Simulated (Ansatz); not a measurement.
**CCl₂: a ladder of functionals and wavefunction methods**

The task here is to estimate one member of a computed series from the others.

Program: Ansatz 0.2.0, Gaussian basis. Level of theory: functionals in def2-TZVPP, the program's frozen cores in correlated methods. These are calculated values, not measurements.

Levels to be run: LDA (SPW92), PBE-D4, revPBE-D4, BLYP-D4, r2SCAN-D4, B97M-V, PBE0-D4, B3LYP-D4, r2SCANh-D4, r2SCAN0-D4, HSE06-D4, BHLYP-D4, CAM-B3LYP-D4, LC-ωPBE, ωB97X-V, ωB97M-V, B2PLYP, PBE-QIDH; CCSD(T)/def2-SVP; CCSD(T)/def2-TZVPP; CCSD(T)/def2-QZVPP; extrapolation to the limit; RPA on PBE.

**The geometry**

All runs share one geometry, relaxed beforehand with PBE0-D4 in a triple-zeta def2 set.

SMILES `Cl[C]Cl`, 3 atoms, charge 0, spin multiplicity 1.

Atoms are counted from 1 here; the program's logs count them from 0.

Bond lengths: Cl1–C2 1.708 Å, C2–Cl3 1.708 Å. Angles: Cl1–C2–Cl3 109.5°.

The first run:

File in.yaml:

```yaml
crystal:
  periodic: [false, false, false]
  atoms:
    - {symbol: Cl, position_ang: [1.236737, -0.329343, 0.644283]}
    - {symbol: C, position_ang: [-0.231611, -0.585136, -0.189822]}
    - {symbol: Cl, position_ang: [-1.005126, 0.914479, -0.454461]}
basis:
  gaussian: {orbitals: def2-TZVPP}
hamiltonian: {xc: lda}
output: {orbitals: {seedname: orbitals}}
```

Started as:

```console
ansatz run in.yaml --threads 2 --pin off --events-out ev --progress --plain --max-ram 32768MiB --backend cuda --devices 0, --max-vram 18GiB
```

Among the steps run: LDA; PBE-D4 (GGA); revPBE-D4 (GGA); BLYP-D4 (GGA); r2SCAN-D4 (meta-GGA); B97M-V (meta-GGA); PBE0-D4 (hybrid); B3LYP-D4 (hybrid); r2SCANh-D4 (hybrid); r2SCAN0-D4 (hybrid); HSE06-D4 (hybrid); BHLYP-D4 (hybrid); CAM-B3LYP-D4 (range-separated); LC-ωPBE (range-separated); ωB97X-V (range-separated); ωB97M-V (range-separated); B2PLYP (double hybrid); PBE-QIDH (double hybrid).

One table of the session follows, with a row left open; its other results are not shown here.

It belongs to the step «Orbital energies across the functionals». 

```
  functional  HOMO (eV)  LUMO (eV)  gap (eV)
 LDA (SPW92)      -6.20      -4.54      1.66
      PBE-D4      -6.11      -4.31      1.80
   revPBE-D4      -6.07      -4.22      1.85
     BLYP-D4      -6.00      -4.14      1.85
   r2SCAN-D4      -6.43      -4.20      2.23
      B97M-V      -6.57      -4.06      2.52
     PBE0-D4      -7.49      -3.33      4.16
    B3LYP-D4          ?          ?         ?
  r2SCANh-D4      -6.94      -3.83      3.11
  r2SCAN0-D4      -7.70      -3.26      4.45
    HSE06-D4      -7.09      -3.72      3.37
    BHLYP-D4      -8.80      -2.12      6.68
CAM-B3LYP-D4      -8.89      -2.11      6.78
     LC-ωPBE     -10.25      -0.97      9.28
     ωB97X-V      -9.91      -0.99      8.92
     ωB97M-V      -9.76      -1.01      8.75
```

**Question.** Estimate the row for B3LYP-D4.

Worked estimate for «HOMO (eV)». Against the share of exact exchange, BLYP-D4 (0, -6.00), BHLYP-D4 (0.5, -8.80) give a slope of -5.60 per unit share; at 0.2 the line stands at -7.12.

**Answer.** HOMO (eV): -7.27; LUMO (eV): -3.53; gap (eV): 3.74. In «HOMO (eV)» the line misses by +0.15.
